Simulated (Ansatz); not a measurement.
# C4H6O (trans-Crotonaldehyde) at MP2/def2-SVP

Aim: the energy change on altering one bond length of C4H6O (trans-Crotonaldehyde) at MP2/def2-SVP, from 2 runs. 

Program for the calculation: Ansatz 0.2.0.

53 further runs of the same task are left out: 53 set aside as unsound or not needed.

## (1) The structure to begin with

C4H6O has 11 atoms, charge 0, and is taken as a singlet. As SMILES, `C/C=C/C=O`. The shape is that of a PBE0-D4/def2-TZVP optimisation. This is one conformer, not always the lowest.

Bond lengths: C1–C2 1.483 Å, C2–C3 1.334 Å, C3–C4 1.461 Å, C4–O5 1.206 Å, C1–H6 1.090 Å, C1–H7 1.095 Å, C1–H8 1.095 Å, C2–H9 1.090 Å, C3–H10 1.086 Å, C4–H11 1.113 Å. Some angles: C1–C2–C3 125.9°, C2–C3–C4 120.6°, C3–C4–O5 124.8°, C1–C2–H9 116.5°, C3–C2–H9 117.6°, C2–C1–H6 111.9°, C2–C1–H7 110.5°, C2–C1–H8 110.6°, C2–C3–H10 122.2°, C4–C3–H10 117.2°.

## (2) The energy at MP2/def2-SVP

Input file job.yaml:

```yaml
basis:
  gaussian:
    orbitals: def2-SVP
crystal:
  periodic: [false, false, false]
  atoms:
    - {symbol: C, position_ang: [-0.432600, 0.400540, 1.653910]}
    - {symbol: C, position_ang: [-0.156130, -0.285030, 0.368750]}
    - {symbol: C, position_ang: [0.273040, 0.298030, -0.751310]}
    - {symbol: C, position_ang: [0.508950, -0.492070, -1.956960]}
    - {symbol: O, position_ang: [0.895640, -0.044370, -3.007470]}
    - {symbol: H, position_ang: [-0.242970, 1.472560, 1.592200]}
    - {symbol: H, position_ang: [-1.473330, 0.245560, 1.955970]}
    - {symbol: H, position_ang: [0.185400, -0.019180, 2.454080]}
    - {symbol: H, position_ang: [-0.321000, -1.362490, 0.346010]}
    - {symbol: H, position_ang: [0.461820, 1.365990, -0.812910]}
    - {symbol: H, position_ang: [0.301180, -1.579560, -1.842250]}
correlation:
  method: mp2
  frozen_orbitals: {C: 1, H: 0, O: 1}
accuracy: high
```

The run is started by

```bash
ansatz run job.yaml --threads 1 --pin off --max-ram 3480MiB --events-out events.jsonl --progress --plain --runs-dir runs
```

What it wrote:

```text
Warning: RAYON_NUM_THREADS=1 ignored (pool sized by the plan → 1); use --threads N
Functional definition: HF
  name "HF"
  exchange = exact_x
  correlation = 0
2439 factors; integrals over basis functions are off by at most 4.5e-9 eV
mean field evaluation 1: about -6244.7790 eV, gradient 3.8e1 eV
mean field evaluation 2: about -6244.9006 eV, gradient 3.8e1 eV
mean field evaluation 4: about -6248.5033 eV, gradient 4.9e0 eV
mean field evaluation 8: about -6248.5995 eV, gradient 2.0e-1 eV
mean field evaluation 16: about -6248.5998 eV, gradient 2.4e-8 eV
mean field -6248.59981659 eV, -229.6318078068 hartree, gradient 2.4e-8 eV, S^2 0.000000; 0 other end points of the search recorded, 0 dependent functions left out; unrestricted orbitals would lower it
5 core orbitals not correlated: weight in the atoms' cores, before any rotation towards them, 1.000 or more for the frozen orbitals, at most 0.000 for the correlated occupied ones
reference -6248.59981659 eV, -229.6318078068 hartree; 14, 14 occupied and 81, 81 virtual orbitals, 2439 factors
second order -19.44657357 eV of doubles, -0.00000000 eV of singles
Total energy: -6268.04639017 eV, -230.3464562042 hartree
```

Run time: 5.1 s. Hardware: 1 thread of Arm Neoverse V1, shared host; peak memory 0.3 GiB.

## (3) The distorted shape, same level

Input file input.yaml:

```yaml
crystal:
  periodic: [false, false, false]
  atoms:
    - {symbol: C, position_ang: [-0.300708, 1.262480, 1.672101]}
    - {symbol: C, position_ang: [-0.024238, 0.576910, 0.386941]}
    - {symbol: C, position_ang: [0.404932, 1.159970, -0.733119]}
    - {symbol: C, position_ang: [0.640842, 0.369870, -1.938769]}
    - {symbol: O, position_ang: [1.027532, 0.817570, -2.989279]}
    - {symbol: H, position_ang: [-0.111078, 2.334500, 1.610391]}
    - {symbol: H, position_ang: [-1.341438, 1.107500, 1.974161]}
    - {symbol: H, position_ang: [0.317292, 0.842760, 2.472271]}
    - {symbol: H, position_ang: [-0.321000, -1.362490, 0.346010]}
    - {symbol: H, position_ang: [0.593712, 2.227930, -0.794719]}
    - {symbol: H, position_ang: [0.433072, -0.717620, -1.824059]}
basis:
  gaussian:
    orbitals: def2-SVP
magnetization:
  spin_polarized: false
  initial_magnetization: 0
accuracy: high
correlation:
  method: mp2
  frozen_orbitals: {C: 1, H: 0, O: 1}
```

The run is started by

```bash
ansatz run input.yaml --threads 1 --pin off --max-ram 3480MiB --events-out events.jsonl --progress --plain --runs-dir runs
```

What it wrote:

```text
Warning: RAYON_NUM_THREADS=1 ignored (pool sized by the plan → 1); use --threads N
[... 4 set-up lines as earlier in the session ...]
2443 factors; integrals over basis functions are off by at most 7.4e-9 eV
mean field evaluation 1: about -6240.3822 eV, gradient 3.8e1 eV
mean field evaluation 2: about -6240.5049 eV, gradient 3.8e1 eV
mean field evaluation 4: about -6244.4002 eV, gradient 5.2e0 eV
mean field evaluation 8: about -6244.5368 eV, gradient 7.0e-1 eV
mean field evaluation 16: about -6244.5427 eV, gradient 2.5e-6 eV
mean field -6244.54270803 eV, -229.4827118172 hartree, gradient 3.6e-8 eV, S^2 0.000000; 0 other end points of the search recorded, 0 dependent functions left out; unrestricted orbitals would lower it
5 core orbitals not correlated: weight in the atoms' cores, before any rotation towards them, 1.000 or more for the frozen orbitals, at most 0.000 for the correlated occupied ones
reference -6244.54270803 eV, -229.4827118172 hartree; 14, 14 occupied and 81, 81 virtual orbitals, 2443 factors
second order -19.94948834 eV of doubles, -0.00000000 eV of singles
Total energy: -6264.49219637 eV, -230.2158419915 hartree
```

Wall time 5.7 s (1 thread of Arm Neoverse V1, shared host); peak memory 0.3 GiB.

## (4) Summary of results

Level: MP2/def2-SVP, 5 core orbitals frozen.

| quantity | value |
| --- | --- |
| first shape: total energy | -230.34646 Eh |
| first shape: correlation energy (5 core orbitals frozen) | -714.6 mEh |
| distorted shape: total energy | -230.21584 Eh |
| distorted shape: correlation energy (5 core orbitals frozen) | -733.1 mEh |
| energy change with the C2–H9 bond stretched from 1.090 to 1.962 Å | 3.554 eV |

One bond (distorted shape) is far stretched, which a spin-restricted single reference describes badly; perturbation theory on it can break down and give far too much correlation. With the C2–H9 bond stretched from 1.090 to 1.962 Å the energy rises by 3.55 eV (343 kJ/mol). The first shape isn't relaxed at this level, so the change isn't measured from a minimum. A restricted reference can't describe the breaking bond well at this length. The restricted solution (first shape) is unstable to spin breaking: an unrestricted one lies lower. The restricted solution (distorted shape) is unstable to spin breaking: an unrestricted one lies lower.
